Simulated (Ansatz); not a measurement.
The input, for Ansatz 0.2.0:

```yaml
crystal:
  periodic: [false, false, false]
  atoms:
    - {symbol: Al, position_ang: [0.000000, 0.000000, -0.457800]}
    - {symbol: Ge, position_ang: [0.000000, 0.000000, -2.877000]}
    - {symbol: O, position_ang: [0.000000, 0.000000, 1.193600]}
    - {symbol: H, position_ang: [0.000000, 0.000000, 2.141200]}
basis:
  gaussian: {orbitals: cc-pVDZ}
total_charge: 1
magnetization: {spin_polarized: true, initial_magnetization: 3}
hamiltonian: {xc: {name: wB97M-V}}
output: {forces: true, orbitals: {seedname: orbitals}}
```

```sh
$ ansatz run in.yaml --threads 1 --pin off --events-out ev --progress --plain --max-ram 2393MiB
```

(1) Roughly how long does this take on 1 thread of Arm Neoverse V1, shared host, and how much host memory?

```
  # Of w^i u^j: cxij and so on, Table III.
  gx(w, u) = 1 - cx + cx01*u + cx10*w
  gss(w, u) = css00 + css04*u^4 + css10*w + css20*w^2 + css43*w^4*u^3
  gos(w, u) = cos00 + cos10*w + (cos20 + cos21*u)*w^2 + (cos60 + cos61*u)*w^6
      + integral(e_c_pw_mod_opposite_spin*gos(b97_w_opposite, b97_u_opposite)) + vv10(b, c)
682 factors; integrals over basis functions are off by at most 1.4e-3 eV
191 factors; integrals over basis functions are off by at most 8.2e-6 eV
mean field evaluation 1: about -65151.2574 eV, gradient 5.8e1 eV
mean field evaluation 2: about -65065.0872 eV, gradient 1.2e2 eV
mean field evaluation 4: about -65164.4900 eV, gradient 4.0e0 eV
mean field evaluation 8: about -65164.6515 eV, gradient 1.9e-1 eV
mean field evaluation 16: about -65164.6529 eV, gradient 7.2e-4 eV
mean field -65164.65291837 eV, -2394.7568245620 hartree, gradient 2.9e-5 eV, S^2 3.752964; 0 other end points of the search recorded, 0 dependent functions left out
the calculation of the forces begins
reference -65164.65295793 eV, -2394.7568260159 hartree; 28, 25 occupied and 36, 39 virtual orbitals, 682 factors
Total energy: -65164.65295793 eV, -2394.7568260159 hartree
Atom 0 at     0.000000     0.000000    -0.457800 Å, force    -0.000000    -0.000000    -0.044848 eV/Å
Atom 1 at     0.000000     0.000000    -2.877000 Å, force     0.000000     0.000000     0.743972 eV/Å
Atom 2 at     0.000000     0.000000     1.193600 Å, force     0.000000     0.000000    -1.407707 eV/Å
Atom 3 at     0.000000     0.000000     2.141200 Å, force    -0.000000    -0.000000     0.708582 eV/Å
Dipole moment:     0.000000     0.000000     0.564317 e Å
```

Forces (eV/Å):
```
Al   0.000  0.000 -0.045
Ge   0.000  0.000  0.744
O    0.000  0.000 -1.408
H    0.000  0.000  0.709
```

Answers

(1) 21 s wall and 0.3 GiB.
